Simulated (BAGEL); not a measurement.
# C3H4O2 (SMILES C1=COCO1): HF/6-31G(d) (density fitting with qzvpp-jkfit, spherical functions)

Aim: the vertical ionisation energy of C3H4O2 at HF/6-31G* (density fitting with qzvpp-jkfit, spherical functions), from 2 runs. 

Program for the calculation: BAGEL 1.2.2.

1 further run of the same task is left out (set aside as unsound or not needed).

### 1 The system as given

C3H4O2: 9 atoms, total charge 0, spin state singlet. As SMILES, `C1=COCO1`. Geometry: relaxed at PBE0-D4/def2-TZVP.

Bond lengths: C1–C2 1.324 Å, C2–O3 1.377 Å, O3–C4 1.414 Å, C1–O5 1.377 Å, C4–O5 1.414 Å, C1–H6 1.076 Å, C2–H7 1.076 Å, C4–H8 1.090 Å, C4–H9 1.103 Å. Some angles: C1–C2–O3 110.2°, C2–C1–O5 110.2°, C2–O3–C4 103.6°, O3–C4–O5 106.9°, C1–O5–C4 103.6°, C1–C2–H7 132.0°, O3–C2–H7 117.8°, C2–C1–H6 132.0°, O5–C1–H6 117.7°, O3–C4–H8 110.0°.

### 2 The energy at HF/6-31G(d) (density fitting with qzvpp-jkfit, spherical functions)

The input, input.json:

```json
{ "bagel": [

{
  "title": "molecule",
  "basis": "6-31gs.json",
  "df_basis": "qzvpp-jkfit",
  "angstrom": "true",
  "geometry": [
    { "atom": "C", "xyz": [    0.196500,    1.125100,   -0.040700 ] },
    { "atom": "C", "xyz": [    0.734400,    0.232800,   -0.857600 ] },
    { "atom": "O", "xyz": [    0.135900,   -0.994400,   -0.680300 ] },
    { "atom": "C", "xyz": [   -0.567100,   -0.847500,    0.538200 ] },
    { "atom": "O", "xyz": [   -0.787500,    0.537500,    0.722200 ] },
    { "atom": "H", "xyz": [    0.359300,    2.182100,    0.079200 ] },
    { "atom": "H", "xyz": [    1.482600,    0.319000,   -1.626200 ] },
    { "atom": "H", "xyz": [   -1.521100,   -1.372100,    0.483200 ] },
    { "atom": "H", "xyz": [    0.055600,   -1.229000,    1.364900 ] }
  ]
},
{ "title": "hf" },
{ "title": "print", "file": "orbitals.molden", "orbitals": "true" }

]}
```

The basis set 6-31G* is read from a file made from the Basis Set Exchange's data (not shown).

Command:

```
$ BAGEL_NUM_THREADS=1 BAGEL input.json > input.out
```

Output:

```text
* using 1 threads per process

  ===============================================================
  ===============================================================

  *** Geometry ***

  { "atom" : "C", "xyz" : [      0.371331,      2.126131,     -0.076912 ] },
  { "atom" : "C", "xyz" : [      1.387815,      0.439928,     -1.620629 ] },
  { "atom" : "O", "xyz" : [      0.256814,     -1.879144,     -1.285581 ] },
  { "atom" : "C", "xyz" : [     -1.071664,     -1.601543,      1.017051 ] },
  { "atom" : "O", "xyz" : [     -1.488159,      1.015728,      1.364760 ] },
  { "atom" : "H", "xyz" : [      0.678979,      4.123571,      0.149666 ] },
  { "atom" : "H", "xyz" : [      2.801708,      0.602823,     -3.073073 ] },
  { "atom" : "H", "xyz" : [     -2.874462,     -2.592893,      0.913116 ] },
  { "atom" : "H", "xyz" : [      0.105069,     -2.322473,      2.579287 ] },

  Number of auxiliary basis functions:      451

  Since a DF basis is specified, we compute 2- and 3-index integrals:
    o Being stored without compression. Storage requirement is 0.022 GB

  Number of basis functions:       78
  Number of electrons      :       38

    * METHOD: MOLECULE                             0.21

  *** RHF ***

  === Nuclear Repulsion ===
   179.2240500758

      * DIIS with orbital gradients will be used.

  === RHF iteration (6-31gs.json) ===
      0       -265.42147251          0.01898130           0.05
      1       -265.54684704          0.01102786           0.04
      2       -265.59225398          0.00193034           0.04
      3       -265.59424253          0.00031149           0.05
      4       -265.59430037          0.00010505           0.04
      5       -265.59430801          0.00002664           0.04
      6       -265.59430882          0.00000709           0.04
      7       -265.59430887          0.00000240           0.04
      8       -265.59430887          0.00000073           0.04
      9       -265.59430887          0.00000026           0.04
     10       -265.59430887          0.00000009           0.04
     11       -265.59430887          0.00000002           0.04
     12       -265.59430887          0.00000001           0.04
    * SCF iteration converged.

    * Permanent dipole moment:
           (   -0.353989,    -0.199922,    -0.014794) a.u.

    * METHOD: HF                                   0.71

    * METHOD: PRINT                                0.02

  ===============================================================
```

It took 1.1 s on 1 thread of Arm Neoverse V1, shared host; peak memory 0.1 GiB.

### 3 The doublet cation at the same level

The input, calc.json:

```json
{ "bagel": [

{
  "title": "molecule",
  "basis": "6-31gs.json",
  "df_basis": "qzvpp-jkfit",
  "angstrom": true,
  "geometry": [
    { "atom": "C", "xyz": [       0.196500,       1.125100,      -0.040700 ] },
    { "atom": "C", "xyz": [       0.734400,       0.232800,      -0.857600 ] },
    { "atom": "O", "xyz": [       0.135900,      -0.994400,      -0.680300 ] },
    { "atom": "C", "xyz": [      -0.567100,      -0.847500,       0.538200 ] },
    { "atom": "O", "xyz": [      -0.787500,       0.537500,       0.722200 ] },
    { "atom": "H", "xyz": [       0.359300,       2.182100,       0.079200 ] },
    { "atom": "H", "xyz": [       1.482600,       0.319000,      -1.626200 ] },
    { "atom": "H", "xyz": [      -1.521100,      -1.372100,       0.483200 ] },
    { "atom": "H", "xyz": [       0.055600,      -1.229000,       1.364900 ] }
  ]
},

{
  "title": "uhf",
  "charge": 1,
  "nopen": 1
},

{
  "title": "print",
  "file": "orbitals.molden",
  "orbitals": true
}

]}
```

The basis set 6-31G* is read from a file made from the Basis Set Exchange's data (not shown).

Command:

```
$ BAGEL_NUM_THREADS=1 BAGEL calc.json > calc.out
```

Output:

```text
* using 1 threads per process

  ===============================================================
  ===============================================================

  *** Geometry ***

  { "atom" : "C", "xyz" : [      0.371331,      2.126131,     -0.076912 ] },
  { "atom" : "C", "xyz" : [      1.387815,      0.439928,     -1.620629 ] },
  { "atom" : "O", "xyz" : [      0.256814,     -1.879144,     -1.285581 ] },
  { "atom" : "C", "xyz" : [     -1.071664,     -1.601543,      1.017051 ] },
  { "atom" : "O", "xyz" : [     -1.488159,      1.015728,      1.364760 ] },
  { "atom" : "H", "xyz" : [      0.678979,      4.123571,      0.149666 ] },
  { "atom" : "H", "xyz" : [      2.801708,      0.602823,     -3.073073 ] },
  { "atom" : "H", "xyz" : [     -2.874462,     -2.592893,      0.913116 ] },
  { "atom" : "H", "xyz" : [      0.105069,     -2.322473,      2.579287 ] },

  Number of auxiliary basis functions:      451

  Since a DF basis is specified, we compute 2- and 3-index integrals:
    o Being stored without compression. Storage requirement is 0.022 GB

  Number of basis functions:       78
  Number of electrons      :       38

    * METHOD: MOLECULE                             0.21

  *** Open-shell HF ***

  === Nuclear Repulsion ===
   179.2240500758

      * DIIS with orbital gradients will be used.

  === UHF iteration (6-31gs.json) ===
      0       -265.14816588          0.03777334           0.08
      1       -265.26015567          0.02412068           0.09
      2       -265.28796915          0.01724040           0.08
      3       -265.31554222          0.00111044           0.09
      4       -265.31599227          0.00040127           0.09
      5       -265.31604284          0.00015725           0.09
      6       -265.31606510          0.00005770           0.09
      7       -265.31606804          0.00002407           0.09
      8       -265.31606875          0.00001465           0.09
      9       -265.31606920          0.00000608           0.09
     10       -265.31606932          0.00000209           0.09
     11       -265.31606935          0.00000095           0.09
     12       -265.31606936          0.00000042           0.09
     13       -265.31606937          0.00000022           0.09
     14       -265.31606937          0.00000009           0.09
     15       -265.31606937          0.00000006           0.09
     16       -265.31606937          0.00000004           0.09
     17       -265.31606937          0.00000002           0.09
     18       -265.31606937          0.00000001           0.09
     19       -265.31606937          0.00000001           0.09
    * SCF iteration converged.

    * S^2 (UHF) is 0.7647

    * Permanent dipole moment:
           (   -0.794547,    -0.676802,     0.215862) a.u.

    * METHOD: UHF                                  1.83

    * METHOD: PRINT                                0.02

  ===============================================================
```

Run time: 2.2 s. Hardware: 1 thread of Arm Neoverse V1, shared host; peak memory 0.1 GiB.

### 4 Outcome

Level: HF/6-31G* (density fitting with qzvpp-jkfit, spherical functions).

| quantity | value |
| --- | --- |
| singlet C3H4O2: total energy | -265.59431 Eh |
| singlet C3H4O2: dipole moment | 1.03 D |
| singlet C3H4O2: HOMO energy | -8.66 eV |
| singlet C3H4O2: LUMO energy | 5.42 eV |
| singlet C3H4O2: HOMO–LUMO gap | 14.09 eV |
| doublet cation: total energy | -265.31607 Eh |
| doublet cation: ⟨S²⟩ | 0.765 |
| vertical ionisation energy (to the doublet cation) | 7.571 eV |

What this shows: Removing an electron at fixed nuclei costs 7.57 eV (731 kJ/mol). −ε(HOMO) before ionisation, 8.66 eV, is 1.09 eV above this ionisation energy.
